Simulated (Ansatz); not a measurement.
2H MoS₂ was calculated with PBE-D4 (PAW; Ansatz, a quantum-chemistry and plane-wave program).

Settings: plane-wave cutoff 500 eV, 18×18×4 k mesh (along the axes of the cell as run), gaussian smearing 0.02 eV, no spin polarisation, scalar-relativistic PAW data made under PBE.

Computed at the level's own relaxed cell.

**Question.** What does this level give for the equilibrium volume per atom, equilibrium lattice constant a, lattice parameter c and band gap?

**Answer.** 
- equilibrium volume per atom = 17.46 Å³/atom
- equilibrium lattice constant a = 3.154 Å
- lattice parameter c = 12.162 Å
- band gap = 0.82 eV (on the SCF k mesh)

Measured, for comparison: band gap 1.23 eV (room temperature, not corrected to a static lattice, bulk 2H, our sources range from 1.23 to 1.29; as tabulated in Bastos et al. (2019), arXiv:1903.08112); lattice constant a 3.16 Å, lattice parameter c 12.294 Å (300 K, not corrected to a static lattice; as tabulated in arXiv:1605.07067). Computed (rounded) less measured: lattice constant a -0.2 %, lattice parameter c -1.1 %. A static lattice is as a rule a little smaller and stiffer than an uncorrected measurement, which narrows the difference in the lattice parameter c and would widen misses of the other sign.

Spin–orbit coupling is not included.

Computed values are for the static lattice.
